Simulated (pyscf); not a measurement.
H₂B–OH + silylene (SiH₂) [singlet] -> HB=O + silane (SiH₄), a concerted two-bond exchange (singlet surface; B–H, H–O broken, H–Si, H–Si formed). Single points on ωB97X-D3(BJ)/def2-SVP structures (PySCF, gas phase). Correlated levels are frozen-core, on RHF or UHF. ΔMP2 is the change of the MP2 total energy from the triple- to the quadruple-zeta basis. Energies in kcal/mol from the separated reactants.

Small-basis levels: PySCF, no dispersion term, spherical d functions. 

**Question.** Quick HF/STO-3G single points give ΔE‡ = 26.5 kcal/mol and ΔE = -54.5 kcal/mol. What does CCSD(T)/def2-TZVPP + ΔMP2(QZVPP) give, and how far is the quick result from it?

**Answer.** CCSD(T)/def2-TZVPP + ΔMP2(QZVPP) gives ΔE‡ = 4.1 kcal/mol and ΔE = -45.8 kcal/mol. HF/STO-3G lies 22.4 kcal/mol over it in the barrier and 8.6 kcal/mol under it in the reaction energy, so on this step it does not hold to within 3.0 kcal/mol. CCSD(T)/def2-TZVPP + ΔMP2(QZVPP) has limits of its own. On the reactant side the descent ends in a bound adduct, 13.0 kcal/mol under the separated species and 13.1 kcal/mol under the saddle at ωB97X-D3(BJ)/def2-TZVP. At ωB97X-D3(BJ)/def2-TZVP the barrier from the zero used here is 0.2 kcal/mol. This is the saddle that the search found; another between the same sides may lie lower. The CCSD(T) − MP2 part came from Ansatz, without density fitting, on the same reference.
